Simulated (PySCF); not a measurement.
Species: C6H10.
SMILES with atom numbers: `[CH3:1][CH2:2][C:3]1=[CH:4][CH2:5][CH2:6]1` (hydrogens: H7, H8, H9 on C1; H10, H11 on C2; H12 on C4; H13, H14 on C5; H15, H16 on C6)

Structure used (GFN2-xTB), in Å, numbered top down from 1:
```
atom  x, y, z in Å
C1     2.2501   -0.4707   -0.0416
C2     1.2260    0.5810    0.3686
C3    -0.1671    0.1619    0.0653
C4    -0.7589   -0.9202   -0.4394
C5    -2.1482   -0.3540   -0.3272
C6    -1.4658    0.9074    0.2602
H7     2.0663   -1.4030    0.4866
H8     3.2581   -0.1337    0.1892
H9     2.1849   -0.6634   -1.1098
H10    1.4327    1.5245   -0.1477
H11    1.3078    0.7823    1.4423
H12   -0.4121   -1.8701   -0.8034
H13   -2.6665   -0.1951   -1.2722
H14   -2.8112   -0.8771    0.3611
H15   -1.7252    1.1288    1.2945
H16   -1.5784    1.8106   -0.3379
```

The calculation used TDDFT CAM-B3LYP/def2-SVPD, vertical, gas phase, core orbitals frozen in the response (PySCF).

Transition dipole moments from the ground state, in atomic units and in the frame of the coordinates above (overall signs are arbitrary), for the states with f of 0.002 or more among the lowest 8:

| state | E (hartree) | μx | μy | μz |
| --- | --- | --- | --- | --- |
| S2 | 0.2623 | -0.691 | -0.953 | -0.460 |
| S3 | 0.2685 | -0.022 | -0.063 | 0.083 |
| S4 | 0.2714 | -0.016 | -0.092 | 0.309 |
| S8 | 0.3090 | -0.002 | 0.162 | -0.370 |

Q: What oscillator strength does each state have?

A: f = (2/3) ΔE |μ|² with ΔE in hartree (27.2114 eV).

| state | \|μ\|² (au) | \|μ\| (D) | f |
| --- | --- | --- | --- |
| S2 | 1.597 | 3.21 | 0.279 |
| S3 | 0.011 | 0.27 | 0.002 |
| S4 | 0.104 | 0.82 | 0.019 |
| S8 | 0.163 | 1.03 | 0.034 |

Q: Which bond between heavy atoms lies closest to the direction of the S2 transition dipole?

A: C3–C4 and C5–C6, at 7° from it; next C2–C3 at 37°.

Q: What angle do the transition dipoles of S4 and S8 make?

A: |cos θ| = |μa·μb| / (|μa| |μb|) = 0.99, so θ ≈ 8° (taken between 0 and 90°, since the signs are arbitrary).

Q: How is the summed strength of these states shared among x, y and z?

A: (2/3) Σ ΔE μα² gives 0.084 for x, 0.166 for y and 0.084 for z, 0.334 in all.

Q: What peak molar absorption coefficient would the strongest computed level give as a lone Gaussian band 0.5 eV wide at half height?

A: ε(max) = 2.175×10⁸ f / FWHM, with the width in cm⁻¹. S2: 2.175×10⁸ × 0.2792 / 4033 ≈ 15000 L mol⁻¹ cm⁻¹.

One conformer stands for the species.
